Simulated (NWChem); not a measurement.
dichloromethane (CH2Cl2); SMILES ClCCl

Program: NWChem. Pople sets run with spherical d functions. Medium grid unless said otherwise, to which SCAN and Minnesota functionals are sensitive. Structure relaxed at the PBE-D3(BJ)/def2-SVP level. Level r2SCAN/6-31G*: single points from the atomic guess with DIIS by default; each run changes one setting, and all converged runs end within 0.3 mHa of each other.

### Question
Which setting needs the most SCF iterations, or fails (defaults; no DIIS, 40 % damping; DIIS on 3 Fock matrices; no level shifting; level shift of 0.5 Ha throughout; occupation smearing of 0.005 Ha)?

### Answer
no DIIS, 40 % damping, with 25 against 7 for the defaults.
```
setting                           SCF iterations
--------------------------------  --------------
defaults                                       7
no DIIS, 40 % damping                         25
DIIS on 3 Fock matrices                        7
occupation smearing of 0.005 Ha                7
level shift of 0.5 Ha throughout              12
no level shifting                              7
```
